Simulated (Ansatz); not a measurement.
Input for Ansatz (development build ahead of 0.2.0):

```yaml
crystal:
  periodic: [false, false, false]
  atoms:
    - { symbol: O, position_ang: [0.0, 0.0, -0.67648] }
    - { symbol: O, position_ang: [0.0, 0.0, 0.67648] }
basis:
  gaussian: { orbitals: "6-31G" }
magnetization:
  spin_polarized: true
  initial_magnetization: 2
hamiltonian:
  xc: hf
correlation:
  method: ccsd_t
  frozen_orbitals: { O: 1 }
```

The input is written out in the form of the current development build from the run's settings.

Results

| Item | Value |
| --- | --- |
| Converged | yes |
| Reference energy | -149.52862 hartree |
| Correlation energy | -0.25740 hartree |
| Total energy | -149.78602 hartree |
